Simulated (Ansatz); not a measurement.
Ideal-gas functions of `C[SiH]O` radical at 800 K and 1 bar, from an Ansatz frequency run at PBE0-D4/def2-TZVP.

Molar mass 61.14 g/mol, point group C1 (symmetry number 1), electronic degeneracy 2, moments of inertia 23.203, 73.251, 90.689 u Å². Harmonic wavenumbers (cm⁻¹, unscaled): 141, 240, 253, 560, 684, 720, 787, 852, 863, 911, 1264, 1438, 1445, 2121, 3045, 3130, 3146, 3921.

Use S(trans) = R[1.5 ln M + 2.5 ln T − 1.1517]; rotational temperatures θ = 24.2544 K / I; S(rot) = R[ln(√π/σ · √(T³/θAθBθC)) + 1.5]; for each mode x = 1.438777 ν̃/T, S = R[x/(eˣ − 1) − ln(1 − e⁻ˣ)] and H = RT x/(eˣ − 1); 1 cm⁻¹ = 0.0119627 kJ/mol; R = 8.31446 J/(mol·K).

By hand: the entropy, in J/(mol·K).

Translation 180.7. Rotation: θ = 1.0453, 0.3311, 0.2674 K, giving 110.5. Vibration, mode by mode: 19.74, 15.36, 14.93, 8.60, 7.10, 6.72, 6.09, 5.53, 5.45, 5.08, 3.07, 2.40, 2.38, 0.90, 0.23, 0.20, 0.19, 0.06, in all 104.0. Electronic 5.8. Sum 401.0 J/(mol·K).

By hand: H − E and G − E in kJ/mol, counted from the electronic energy.

Zero-point energy ½ × 25521 × 0.0119627 = 152.7; thermal vibration 43.7; translation, rotation and pV give 4 RT = 26.6. H − E = 223.0 kJ/mol, and G − E = 223.0 − 800 × 401.0/1000 = -97.8 kJ/mol.

Vibration gives 26 % of the entropy, 19.7 J/(mol·K) of it from the mode under 150 cm⁻¹: soft modes count most, and the harmonic formula is weakest for them. The sum counts one conformer and one mirror image; others add a mixing term.
